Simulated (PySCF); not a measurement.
Gas-phase reaction: BF3.NH3 + 2 HBNH = 3 BH2F + H + 3 N

Computed with PySCF (xtb for GFN2) and rigid-rotor harmonic-oscillator thermochemistry at 1 bar. † marks an energy on the PBE0/def2-TZVP geometry and frequencies; other levels use their own. CCSD(T) freezes the core. 6-31G* has spherical d functions here. Open shells (unrestricted): H (multiplicity 2), N (multiplicity 4); the rest are closed-shell singlets. GFN2 has no spin-polarisation term. Adducts (BF3.NH3) have no counterpoise correction, and HF, PBE, BLYP, B3LYP and PBE0 lack dispersion. BF3.NH3, HBNH, BH2F: computed as isolated molecules; such fragments, hydroxides, amides, oligomers or adducts are transient or little studied in the gas. CCSD(T) isn't extrapolated to the basis-set limit; its ΔH°(298 K) is 1704.3 kJ in def2-SVP and 1776.3 kJ in def2-TZVPP. The harmonic model lacks anharmonicity and excited electronic states, which grow with temperature; levels with a mode under 35 cm⁻¹ are left out. Internal rotation in BF3.NH3 is treated as a harmonic vibration of one conformer, which makes the entropy rough.

| level | ΔE electronic, kJ | ΔH°(298 K), kJ | ΔS°(298 K), J/K | ΔG°(2500 K), kJ |
|---|---|---|---|---|
| CCSD(T)/def2-SVP† | 1780 | 1704 | 522 | 397 |
| GFN2-xTB | 2882 | 2812 | 507 | 1548 |
| HF/6-31G* | 988 | 905 | 530 | -432 |
| M06-2X/def2-TZVP† | 1944 | 1868 | 522 | 561 |
| PBE0/def2-TZVP | 1945 | 1869 | 522 | 562 |
ΔH° is lowest at HF/6-31G* and highest at GFN2-xTB. No reference value is set beside these.
